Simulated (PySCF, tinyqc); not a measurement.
RKS/PBE in the sto-3g basis, for CH2, spin multiplicity 1, step by step. The lowest restricted solution is unstable here: a spin-polarised one lies 0.0221 hartree lower (PySCF). One step of it, computed by the program tinyqc.

Task: Iteration 1: diagonalisation and new density. Diagonalise F' = X^T F X, C = X C', fill 4 alpha and 4 beta electrons from the bottom; D = 2 C_occ C_occ^T. Each column has its largest component positive (the first on a tie).

Kohn-Sham matrix F (hartree), lower triangle:
```
,1C 1s,1C 2s,1C 2px,1C 2py,1C 2pz,2H 1s,3H 1s
1C 1s,-9.167981
1C 2s,-2.538297,-0.849698
1C 2px,0.000000,0.000000,0.203910
1C 2py,0.000293,0.001702,0.000000,0.159956
1C 2pz,-0.012739,-0.092161,0.000000,0.000514,0.227251
2H 1s,-0.282266,-0.250397,0.000000,-0.148620,-0.085518,-0.237057
3H 1s,-0.293704,-0.257139,0.000000,0.150885,-0.086863,-0.040906,-0.233449
```

X, lower triangle:
```
,1C 1s,1C 2s,1C 2px,1C 2py,1C 2pz,2H 1s,3H 1s
1C 1s,1.025764
1C 2s,-0.140166,1.112608
1C 2px,0.000000,0.000000,1.000000
1C 2py,0.000233,-0.002277,0.000000,1.080350
1C 2pz,-0.005045,0.040894,0.000000,-0.000954,1.018925
2H 1s,0.018565,-0.177263,0.000000,-0.172754,-0.082621,1.089982
3H 1s,0.018999,-0.183284,0.000000,0.177474,-0.084980,-0.012196,1.094939
```

Give: F' = X^T F X; orbital energies; coefficients C; D after iteration 1.

Result:

F' = X^T F X (hartree), lower triangle:
```
,1,2,3,4,5,6,7
1,-8.9529
2,-1.4094,-0.2890
3,0.0000,0.0000,0.2039
4,0.0007,-0.0009,0.0000,0.2881
5,-0.0165,-0.0420,0.0000,-0.0008,0.2563
6,-0.0051,-0.1403,0.0000,-0.1783,-0.0858,-0.1338
7,-0.0071,-0.1454,0.0000,0.1829,-0.0882,-0.0175,-0.1240
```

orbital energies (hartree): MO1 -9.1767, MO2 -0.3327, MO3 -0.2359, MO4 0.0855, MO5 0.2039, MO6 0.2919, MO7 0.4127

coefficients C:
```
,MO1,MO2,MO3,MO4,MO5,MO6,MO7
1C 1s,0.9912,-0.1646,0.0037,-0.2489,0.0000,-0.0314,0.0040
1C 2s,0.0349,0.4862,-0.0115,1.0264,0.0000,0.1804,-0.0209
1C 2px,0.0000,0.0000,0.0000,0.0000,1.0000,0.0000,0.0000
1C 2py,-0.0001,-0.0008,0.2506,0.0138,0.0000,0.0264,1.0793
1C 2pz,0.0034,0.1380,-0.0024,-0.1283,0.0000,1.0089,-0.0251
2H 1s,-0.0064,0.4698,0.6297,-0.5518,0.0000,-0.3237,-0.4799
3H 1s,-0.0066,0.4589,-0.6211,-0.5580,0.0000,-0.3070,0.5193
```

D after iteration 1, lower triangle:
```
,1C 1s,1C 2s,1C 2px,1C 2py,1C 2pz,2H 1s,3H 1s
1C 1s,2.1431
1C 2s,-0.6019,2.5825
1C 2px,0.0000,0.0000,0.0000
1C 2py,-0.0050,0.0216,0.0000,0.1260
1C 2pz,0.0252,-0.1288,0.0000,-0.0050,0.0711
2H 1s,0.1120,-0.6909,0.0000,0.2997,0.2682,1.8433
3H 1s,0.1090,-0.6855,0.0000,-0.3275,0.2728,0.2648,1.8155
```
